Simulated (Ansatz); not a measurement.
Two shapes of singlet C₂H₆O.

Shape 1:

```xyz
9

C     0.0000   -0.4146   -0.3535
C     0.0000   -0.4345    1.1567
O     0.0000    0.9232   -0.7809
H    -0.8892   -0.9616   -0.7300
H     0.8892   -0.9616   -0.7300
H     0.0000   -1.4668    1.5374
H     0.8896    0.0825    1.5468
H    -0.8896    0.0825    1.5468
H     0.0000    0.9341   -1.7424
```

Shape 2:

```xyz
9

C    -0.0403   -0.3922   -0.3729
C     0.0459   -0.4407    1.1378
O    -0.0473    0.9122   -0.7930
H    -0.8666   -1.0062   -0.7298
H     0.8754   -0.9214   -0.7564
H    -0.0020   -1.4181    1.5487
H     0.9242    0.0589    1.5194
H    -0.8426    0.0703    1.5351
H    -0.0440    0.9291   -1.7657
```

Basis set: def2-TZVP (spherical functions). Correlated methods keep 3 orbitals frozen. Charge 0, multiplicity 1.

Computed with Ansatz (development build ahead of 0.2.0); each method stands on the lowest determinant of its kind that the runs found.

Problem. Which shape is lower in energy, and by how much in each method?

Solution.

```csv
method,E(2) − E(1) (eV)
RHF,0.107
RHF-MP2,0.123
```

Shape 1 is lower.
